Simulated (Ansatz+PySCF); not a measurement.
A calculation with Ansatz (development build ahead of 0.2.0).

```yaml
crystal:
  periodic: [false, false, false]
  atoms:
    - { symbol: C, position_ang: [0.00977, 0.00014, -1.02379] }
    - { symbol: S, position_ang: [-0.00419, 0.00882, 0.58686] }
    - { symbol: H, position_ang: [-0.00906, -0.93326, -1.61508] }
    - { symbol: H, position_ang: [0.00544, 0.92366, -1.61858] }
basis:
  gaussian: { orbitals: def2-SVP }
hamiltonian:
  xc: hf
correlation:
  method: mp2
  frozen_orbitals: { C: 1, H: 0, S: 5 }
scf:
  omitted_lower_state_checks: [stability, starts, atomic_configurations, cluster_reference, orbital_swaps, given_window_search, neighbouring_geometries, increment]
```

The input is written out in the form of the current development build from the run's settings.

Results

* Converged: yes
* Reference energy: -436.36740 hartree
* Correlation energy: -0.26454 hartree
* Total energy: -436.63194 hartree
* Spin squared of the determinant: 0.000
